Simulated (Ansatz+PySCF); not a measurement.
The numbers below are computed, except where a source is named.
A run of PySCF 2.14.0 on doublet F₂(+) at this shape:

```xyz
2

F     0.0000    0.0000    0.0000
F     0.0000    0.0000    1.6800
```

Its results:

```
Converged                       : yes
Reference energy                : -197.96311 hartree
CCSD correlation energy         : -0.35807 hartree
Triples correction              : -0.01939 hartree
Total energy                    : -198.34057 hartree
Spin squared of the determinant : 0.763
```

Question: Which input gives this output? Name the method, the orbitals and the basis set, and write the input.

Answer: UHF-CCSD(T) in 6-31G.

```python
from pyscf import gto, scf, cc

mol = gto.M(atom="""
F 0.000000 0.000000 0.000000
F 0.000000 0.000000 1.680000
""", basis='6-31g', charge=1, spin=1)
mf = scf.UHF(mol)
mf.kernel()
mycc = cc.CCSD(mf, frozen=2).run()
et = mycc.ccsd_t()
print(mf.e_tot, mycc.e_corr, et, mycc.e_tot + et)
```

This is not the lowest solution: another run reaches a determinant 4.62 eV lower. Caution: the charge can sit on one fragment and break the point group; another reference gives a lower total.
